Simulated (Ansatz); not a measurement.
# I2Na: the cost of one run

The runs use Ansatz 0.2.0, Gaussian basis; the settings change from run to run.

2 further runs of the same task are left out: 2 set aside as unsound or not needed. Runs told in other sessions of the task aren't counted.

## 1. The molecule

The structure was relaxed beforehand with B3LYP-D4 in a triple-zeta def2 set. I takes a core potential in def2 sets; no spin-orbit term is included.

3 atoms, charge 0, spin multiplicity 2.

Atoms are counted from 1 here; the program's logs count them from 0.

Bond lengths: Na1–I2 2.893 Å, Na1–I3 2.894 Å. Angles: I2–Na1–I3 71.5°.

Coordinates:

```
atom    x (Å)    y (Å)    z (Å)
 Na1   0.0005   1.4833  -0.5016
  I2  -1.2287  -1.1123  -0.8481
  I3   1.2282  -0.3711   1.3497
```

## 2. RPA/x2c-TZVPPall

Set apart from the defaults: correlated electrons set to outside_noble_gas.

in.yaml

```yaml
crystal:
  periodic: [false, false, false]
  atoms:
    - {symbol: Na, position_ang: [0.000470, 1.483349, -0.501558]}
    - {symbol: I, position_ang: [-1.228664, -1.112273, -0.848100]}
    - {symbol: I, position_ang: [1.228194, -0.371075, 1.349667]}
basis:
  gaussian: {orbitals: x2c-TZVPPall}
magnetization: {spin_polarized: true, initial_magnetization: 1}
hamiltonian: {xc: {name: HF}}
correlation: {method: rpa, electrons: outside_noble_gas}
scf: {omitted_lower_state_checks: [starts]}
```

Launch:

```sh
> ansatz run in.yaml --threads 4 --pin off --events-out ev --progress --plain --max-ram 3916MiB
```

Q: Estimate wall time and peak memory on 4 threads of Arm Neoverse V1, shared host.

About 7 s, with a peak of 0.71 GiB.
